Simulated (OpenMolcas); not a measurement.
**BP86/ANO-L-VDZ (RICD fitting, fitting threshold 0.01) run of HOF (SMILES OF)**

What is the vertical electron affinity of HOF at BP86/ANO-L-VDZ (RICD fitting, fitting threshold 0.01)? 

Program for the calculation: OpenMolcas 26.06.

### Step 1. The structure to begin with

The species is HOF (3 atoms), meant as a singlet with charge 0. SMILES: `OF`. The shape is that of a PBE0-D4/def2-TZVP optimisation.

Bond lengths: O1–F2 1.406 Å, O1–H3 0.969 Å. Angles: F2–O1–H3 99.1°.

### Step 2. Energy and gradient at BP86/ANO-L-VDZ (RICD fitting, fitting threshold 0.01)

Contents of job.inp:

```
>>> EXPORT MOLCAS_PRINT=2
&GATEWAY
Coord
3
bohr
O      0.81369717    -0.39748499     0.40880445
F     -0.41934912     1.91735392    -0.02074919
H     -0.39436694    -1.51986893    -0.38805526
Basis=ANO-L-VDZ
Group=NoSym
RICD
CDThreshold=0.01
&SEWARD
&SCF
KSDFT=2
1.0 GGA_X_B88
1.0 GGA_C_P86
PrOrbitals=1 1
&ALASKA
```

On the command line:

```
$ export MOLCAS_MEM=1860
$ pymolcas job.inp > job.log
```

Standard output:

```text
--- Start Module: gateway ---
[...]
--- Stop Module: gateway /rc=_RC_ALL_IS_WELL_ ---
[...]
      Basis functions           20
[...]
--- Start Module: scf ---
[...]
       Convergence after  12 Iterations
[...]
::    Total KS-DFT energy                            -175.5845663511
[...]
      Total spin, S                                     0.0000000000
[...]
      Total electronic charge=   18.000000
      Total            charge=   -0.000000
[...]
      Dipole Moment (debye):
      Origin of the operator (angstrom)=    0.0684    0.4195    0.0846
                   X= -1.1130E+00               Y= -1.7816E+00               Z= -8.1708E-01           Total=  2.2540E+00
      Quadrupole Moment (debye*angstrom):
[...]
--- Stop Module: scf /rc=_RC_ALL_IS_WELL_ ---
[...]
--- Start Module: alaska ---
[...]
 *              Molecular gradients               *
 **************************************************
  Irreducible representation: a
 ------------------------------------------------------------------------------------------
                              X                       Y                       Z
 ------------------------------------------------------------------------------------------
  O1               -6.15105410139964E-02    3.76173277475615E-02   -3.00633068180112E-02
  F2                3.38225185393934E-02   -7.09710854405472E-02    1.09536565350699E-02
  H3                2.76880224746066E-02    3.33537576929772E-02    1.91096502829391E-02
 ------------------------------------------------------------------------------------------
--- Stop Module: alaska /rc=_RC_ALL_IS_WELL_ ---
[...]
```

Wall time 2.5 s (1 thread of Arm Neoverse V2, shared host); peak memory 0.08 GiB.

### Step 3. The doublet anion, same level

Contents of job.input:

```
* FHO Kohn-Sham DFT

&gateway
 coord
 3
 bohr
 O      0.81369717    -0.39748499     0.40880445
 F     -0.41934912     1.91735392    -0.02074919
 H     -0.39436694    -1.51986893    -0.38805526
 basis = ANO-L-VDZ
 group = NoSym
 ricd
 cdthreshold = 0.01

&seward

&scf
 uhf
 charge = -1
 spin = 2
 ksdft = 2
 1.0 GGA_X_B88
 1.0 GGA_C_P86
 prorbitals = 1 1

&alaska
```

On the command line:

```
$ export MOLCAS_MEM=1860
$ pymolcas job.input > job.log
```

Standard output:

```text
--- Start Module: gateway ---
[...]
--- Stop Module: gateway /rc=_RC_ALL_IS_WELL_ ---
[...]
      Basis functions           20
[...]
--- Start Module: scf ---
[...]
       Convergence after  26 Iterations
[...]
::    Total KS-DFT energy                            -175.5475731857
[...]
      Total spin, S                                     0.5002993700
[...]
      Total electronic charge=   19.000000
      Total            charge=   -1.000000
[...]
      Dipole Moment (debye):
      Origin of the operator (angstrom)=    0.0684    0.4195    0.0846
                   X= -6.7457E-01               Y=  2.9909E+00               Z= -4.3736E-02           Total=  3.0664E+00
      Center of Charge (angstrom)
[...]
--- Stop Module: scf /rc=_RC_ALL_IS_WELL_ ---
[...]
--- Start Module: alaska ---
[...]
 *              Molecular gradients               *
 **************************************************
  Irreducible representation: a
 ------------------------------------------------------------------------------------------
                              X                       Y                       Z
 ------------------------------------------------------------------------------------------
  O1               -1.29354368671418E-01    1.44482257576741E-01   -5.59715581663540E-02
  F2                9.45102871807664E-02   -2.05097948117924E-01    2.98554871603001E-02
  H3                3.48440814906481E-02    6.06156905411910E-02    2.61160710060526E-02
 ------------------------------------------------------------------------------------------
--- Stop Module: alaska /rc=_RC_ALL_IS_WELL_ ---
[...]
```

It took 4.2 s on 1 thread of Arm Neoverse V2, shared host; peak memory 0.08 GiB.

### Step 4. Summary of results

At BP86/ANO-L-VDZ (RICD fitting, fitting threshold 0.01):

| quantity | value |
| --- | --- |
| singlet HOF: total energy | -175.58457 Eh |
| singlet HOF: dipole moment | 2.25 D |
| singlet HOF: HOMO energy | -7.44 eV |
| singlet HOF: LUMO energy | -3.31 eV |
| singlet HOF: HOMO–LUMO gap | 4.13 eV |
| singlet HOF: largest force on an atom | 4.082 eV/Å |
| doublet anion: total energy | -175.54757 Eh |
| doublet anion: HOMO energy (highest over α and β) | 4.19 eV |
| doublet anion: LUMO energy (lowest over α and β) | 4.88 eV |
| doublet anion: ⟨S²⟩ | 0.751 |
| doublet anion: largest force on an atom | 11.713 eV/Å |
| vertical electron affinity (to the doublet anion) | -1.007 eV |

In words: The anion lies 1.01 eV (97 kJ/mol) above the neutral: the electron isn't bound at this level, and such a value depends on the basis. Without diffuse functions anions come out too high. The largest force (singlet HOF) is 4.08 eV/Å: the shape isn't a stationary point for this species at this level. Mulliken charges (singlet HOF) run from -0.14 on O1 to +0.27 on H3; they depend strongly on the basis. Mulliken charges (doublet anion) run from -0.45 on H3 to -0.18 on O1; they depend strongly on the basis. The HOMO (doublet anion) lies at positive energy, 4.19 eV, as semi-local functionals often give for anions; only total energies tell whether the electron is bound.
